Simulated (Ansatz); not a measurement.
```yaml
crystal:
  periodic: [false, false, false]
  atoms:
    - {symbol: B, position_ang: [-0.670718, -0.126628, -0.276306]}
    - {symbol: C, position_ang: [0.617773, 0.294074, 0.208075]}
    - {symbol: N, position_ang: [0.354932, -0.980919, 0.239668]}
    - {symbol: H, position_ang: [-1.759455, -0.095879, -0.727952]}
    - {symbol: H, position_ang: [1.507367, 0.835651, 0.515115]}
basis:
  gaussian: {orbitals: ANO-RCC-VTZP, final_grid: {core_spheres: 1, valence_spheres: 1, degree: 5}}
magnetization: {spin_polarized: true, initial_magnetization: 2}
hamiltonian: {xc: {name: r2SCAN}}
```

```sh
$ ansatz run in.yaml --threads 2 --pin off --events-out ev --progress --plain --max-ram 4352MiB
```

Output, abridged:

```
Functional definition: r2SCAN
822 factors; their error is unknown
mean field evaluation 1: about -3226.6290 eV, gradient 3.3e1 eV
mean field evaluation 2: about -3213.3428 eV, gradient 5.7e1 eV
mean field evaluation 4: about -3231.4010 eV, gradient 6.8e0 eV
mean field evaluation 8: about -3210.3227 eV, gradient 7.2e1 eV
mean field evaluation 16: about -3219.4840 eV, gradient 8.6e-2 eV
mean field evaluation 32: about -3219.3053 eV, gradient 1.5e0 eV
a density is far from that of the atoms, so the factors are made again for it
767 factors; integrals over basis functions are off by at most 8.8e-4 eV
mean field -3219.48456769 eV, -118.3138756177 hartree, gradient 2.6e-5 eV, S^2 2.101448; 0 other end points of the search recorded, 0 dependent functions left out
reference -3219.48469863 eV, -118.3138804297 hartree; 11, 9 occupied and 107, 109 virtual orbitals, 767 factors
Total energy: -3219.48469863 eV, -118.3138804297 hartree
Relativity: scalar
```

In this input the integration grid is far too coarse. The calculation finished and met its thresholds. The result belongs to that input, not to the molecule as meant.
